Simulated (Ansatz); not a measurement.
One change: `CC(C)CCl` becomes `C#CC(C)C`.

Ansatz, PBE0-D4/def2-TZVP geometries, multiplicity 1. Each molecule was computed in one conformer, which needn't be the lowest.

| property | `CC(C)CCl` |
| --- | --- |
| HOMO energy (PBE/def2-TZVPP) / eV | -6.84 |
| size of the dipole moment (PBE/def2-TZVPP) / D | 1.97 |
| size of the dipole moment (B3LYP/def2-TZVPP) / D | 2.03 |
| LUMO energy (PBE/def2-TZVPP) / eV | -0.21 |
| zero-point energy (PBE0-D4/def2-TZVP) / kJ/mol | 323.7 |
| LUMO energy (B3LYP/def2-TZVPP) / eV | 0.46 |

(1) Give the same properties after the change, and the shifts. (Estimate.)

Answers

(1) Computed: 
```json
{"property": "HOMO energy (PBE/def2-TZVPP) / eV", "`C#CC(C)C`": "-6.44", "shift": "0.40"}
{"property": "size of the dipole moment (PBE/def2-TZVPP) / D", "`C#CC(C)C`": "0.80", "shift": "-1.17"}
{"property": "size of the dipole moment (B3LYP/def2-TZVPP) / D", "`C#CC(C)C`": "0.78", "shift": "-1.25"}
{"property": "LUMO energy (PBE/def2-TZVPP) / eV", "`C#CC(C)C`": "0.03", "shift": "0.24"}
{"property": "zero-point energy (PBE0-D4/def2-TZVP) / kJ/mol", "`C#CC(C)C`": "296.7", "shift": "-27.0"}
{"property": "LUMO energy (B3LYP/def2-TZVPP) / eV", "`C#CC(C)C`": "0.62", "shift": "0.16"}
```

With PBE0 the HOMO rises by 0.61 eV and the LUMO rises by 0.16 eV, so the gap narrows by about 0.45 eV. PBE moves the HOMO by 0.40 eV and ωB97M-V by 0.64 eV. The zero-point energy changes by -27.0 kJ/mol with -3 modes. Dipoles are sizes alone; their direction can turn.

B3LYP here is the variant with VWN-RPA as its local correlation; programs differ in this.
